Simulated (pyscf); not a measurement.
Single points on ωB97X-D3(BJ)/def2-SVP structures (PySCF, gas phase).

**Question.** Estimate by transition-state theory the rate constant of H₂N–GeH₂• (SMILES [NH2][GeH2]) + H₂ (SMILES [H][H]) → GeH₃• (SMILES [GeH3]) + NH₃ (SMILES N) (doublet surface; Ge–N, H–H broken, Ge–H, H–N formed) at 900 K, with ωB97M-D3(BJ)/def2-TZVP energies (ideal gas, 1 atm, RRHO with modes under 100 cm⁻¹ raised to 100, one conformer, R ln 2 for chiral ones without a mode under 150 cm⁻¹; no tunnelling).

**Answer.** The electronic barrier is 36.2 kcal/mol and the thermal terms add +26.5, so ΔG‡ = 62.7 kcal/mol. With k_BT/h = 1.88e+13 s⁻¹ and RT = 1.788 kcal/mol, and a volume of 1.23e-19 cm³ per molecule at 1 atm, k = 1.4e-21 cm³ molecule⁻¹ s⁻¹. Wigner's tunnelling factor for 1595i cm⁻¹ would be 1.27. A shift of 1 kcal/mol in the barrier changes k by a factor 1.7. One saddle was located; it need not be the lowest between these sides. Elements up to Kr have no core potential and no relativistic terms here.
